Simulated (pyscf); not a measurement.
Thermochemistry of product channels of H₃C–Al(OH)–OH + hydroxyl (OH•) on the doublet surface, in kcal/mol, from CCSD(T)/def2-TZVPP + ΔMP2(QZVPP) energies (ideal gas, 1 atm, RRHO with modes under 100 cm⁻¹ raised to 100, one conformer, R ln 2 for chiral ones without a mode under 150 cm⁻¹). Single points on ωB97X-D3(BJ)/def2-SVP structures (PySCF, gas phase). MP2 and CC: frozen core, UHF for open shells. ΔMP2 is the change of the MP2 total energy from the triple- to the quadruple-zeta basis.

```tsv
products	ΔE	ΔH(298 K)	ΔG(900 K)	ΔG(1200 K)
•O–Al(OH)–OH + methane (CH₄)	…	-26.8	-24.6	-23.3
HO–Al(OH)–OH + methyl (CH₃•)	…	-46.1	-44.4	-43.8
```

Question: Complete the blanks.

Answer: 
- •O–Al(OH)–OH + methane (CH₄), ΔE: -28.1
- HO–Al(OH)–OH + methyl (CH₃•), ΔE: -45.6

These are energies of the channels, which say nothing of barriers. The CCSD(T) − MP2 part came from Ansatz, without density fitting, on the same reference. Left out: orbital degeneracy and the spin-orbit lowering of OH.
